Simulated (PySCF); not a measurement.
C4H6O2.
SMILES with atom numbers: `[CH2:1]=[CH:2][C:3](=[O:4])[O:5][CH3:6]` (hydrogens: H7, H8 on C1; H9 on C2; H10, H11, H12 on C6)

Geometry (PBE0-D3(BJ)/def2-TZVP, Å), atoms numbered from 1 in this order:
```
atom  x, y, z in Å
C1     2.490   -0.142    0.033
C2     1.276   -0.668   -0.040
C3     0.077    0.189    0.079
O4     0.079    1.380    0.253
O5    -1.041   -0.541   -0.036
C6    -2.255    0.196    0.059
H7     2.611    0.925    0.182
H8     3.380   -0.753   -0.053
H9     1.109   -1.729   -0.188
H10   -2.339    0.670    1.038
H11   -2.295    0.969   -0.709
H12   -3.055   -0.527   -0.084
```

Computed with PySCF at wB97X-D/pcSseg-2, non-relativistic, on one gas-phase PBE0-D3(BJ)/def2-TZVP geometry that isn't relaxed in the solvent. The solvent is an IEF-PCM continuum (Bondi radii, 1.10 Å for H, scaled by 1.2). The model holds no explicit solvent molecules, cavitation or dispersion.

Gas phase at wB97X-D/pcSseg-2: HOMO -10.06 eV, LUMO 0.42 eV, dipole 1.61 D.

Question: What does the continuum do to the energy, the frontier levels and the dipole at wB97X-D/pcSseg-2 in chloroform?

Answer: 
```
   solvent      ε  E(solvent) − E(gas) (kcal/mol)  polarisation term (kcal/mol)  distortion of the solute (kcal/mol)  HOMO (eV)  LUMO (eV)  dipole (D)
chloroform  4.711                           -3.77                         -4.17                                 0.40     -10.15       0.41        1.98
```

Polarisation term: ½ Σ q·V over the induced surface charges. Distortion: the rise of the solute's own energy as its density leaves the gas-phase optimum.

Question: Which radius a makes the point-dipole formula ΔE = −[(ε − 1)/(2ε + 1)]·μ²/a³ give the value in chloroform, with the gas-phase dipole?

Answer: μ = 0.634 au and |ΔE| = 0.00601 Eh give a = 1.52 Å; the farthest nucleus lies 3.46 Å from the centroid of the nuclei, so such a sphere wouldn't even hold the nuclei. The formula assumes a rigid point dipole at the centre of a sphere.

Question: Give the dipole vector in the frame of the coordinates (D, pointing from negative to positive charge), gas and chloroform.

Answer: Gas (-0.21, -1.58, -0.24), solvent (-0.20, -1.94, -0.30). Its length changes by +23 % and its direction by 2°.

The pairwise dispersion term of wB97X-D wasn't added to the energies; at a given geometry it leaves orbitals and properties as they are.
